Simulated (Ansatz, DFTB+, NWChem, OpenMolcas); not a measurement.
# Errors in the dipole moment

6 molecules with nitrogen; the dipole moment in D, computed less measured. Shapes, held fixed at every level: PBE0-D4/def2-TZVP. No vibrational averaging. Dipoles are compared by magnitude; molecules under 1 D, whose direction can flip, are left out. Programs: Ansatz 0.2.0, DFTB+ 25.1, NWChem 7.3.0, OpenMolcas 26.06. A level may come from different programs for different species; with the same settings they agree closely. Measured values: NIST CCCBDB.

Levels: A = DFTB1; B = PBE-D4/def2-TZVPP; C = B3LYP/6-31G* (spherical functions); D = PBE0/def2-SVP; E = wB97M-V/def2-TZVPP.

```json
{"molecule": "HNC (SMILES [C-]#[NH+])", "measured": "3.05", "A": "+0.88", "B": "+0.09", "C": "-0.07", "D": "+0.10", "E": "+0.02"}
{"molecule": "CH3N (SMILES C=N)", "measured": "2.00", "A": "+0.20", "B": "-0.11", "C": "-0.06", "D": "-0.07", "E": "+0.01"}
{"molecule": "CH5N (methylamine)", "measured": "1.31", "A": "-0.29", "B": "-0.06", "C": "+0.10", "D": "+0.03", "E": "0.00"}
{"molecule": "C2H5N (SMILES C=NC)", "measured": "1.53", "A": "+0.18", "B": "-0.17", "C": "-0.13", "D": "-0.09", "E": "-0.02"}
{"molecule": "C3H3NO (oxazole)", "measured": "1.50", "A": "+1.10", "B": "+0.06", "C": "+0.05", "D": "+0.05", "E": "+0.07"}
{"molecule": "C2H7N (dimethylamine)", "measured": "1.03", "A": "-0.16", "B": "-0.16", "C": "-0.05", "D": "-0.07", "E": "-0.07"}
```

(1) Sum up the errors.

Results:

(1) 
```csv
level,kind,mean error,mean absolute error,worst case
DFTB1,semi-empirical,+0.318,0.468,C3H3NO
PBE-D4/def2-TZVPP,GGA,-0.058,0.108,C2H5N
B3LYP/6-31G* (spherical functions),global hybrid,-0.027,0.077,C2H5N
PBE0/def2-SVP,global hybrid,-0.008,0.068,HNC
wB97M-V/def2-TZVPP,range-separated hybrid,+0.002,0.032,C3H3NO
```

On this set wB97M-V/def2-TZVPP has the smallest mean absolute error and DFTB1 the largest. DFTB1 is too high in 4 of 6; PBE-D4/def2-TZVPP is too low in 4 of 6; B3LYP/6-31G* (spherical functions) is too low in 4 of 6. The levels differ in basis as well as in method. The set is small.
